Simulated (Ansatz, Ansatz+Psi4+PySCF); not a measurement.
Two shapes of singlet H2O.

Shape 1:

```xyz
3

O     0.0000    0.0000    0.1193
H     0.0000    0.7632   -0.4770
H     0.0000   -0.7632   -0.4770
```

Shape 2:

```xyz
3

O     0.0000    0.0000    0.1275
H     0.0000    0.7790   -0.4812
H     0.0000   -0.7790   -0.4812
```

Basis set: cc-pVTZ (spherical functions). Frozen core: 1 orbital. Charge 0, multiplicity 1.

Computed with Ansatz (development build ahead of 0.2.0) and Psi4 1.11; each method stands on the lowest determinant of its kind that the runs found.

Which shape is lower in energy, and by how much in each method?

```csv
method,E(2) − E(1) (eV)
RHF,0.079
RHF-MP2,0.039
RHF-CCSD(T),0.038
```

Shape 1 is lower.
